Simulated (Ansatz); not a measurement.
System: bcc Fe. Method: LDA (Ansatz, a quantum-chemistry and plane-wave program, PAW).

Run with plane-wave cutoff 500 eV, 36×36×36 k mesh, Fermi–Dirac smearing 0.1 eV, spin-polarised with parallel moments, scalar-relativistic PAW data made under PBE.

Cell (relaxed at this level):

```
CELL_PARAMETERS angstrom
     -1.37550     1.37550     1.37550
      1.37550    -1.37550     1.37550
      1.37550     1.37550    -1.37550
ATOMIC_POSITIONS crystal
  Fe 0.00000 0.00000 0.00000
```

Question: Give the computed magnetic moment per atom (the cell's total over its atoms).

Answer: 
- magnetic moment per atom (the cell's total over its atoms) = 1.99 μB

Moments are spin moments.

Computed values are for the static lattice.

It cost about 110 core-seconds (a rough figure) of CPU time.
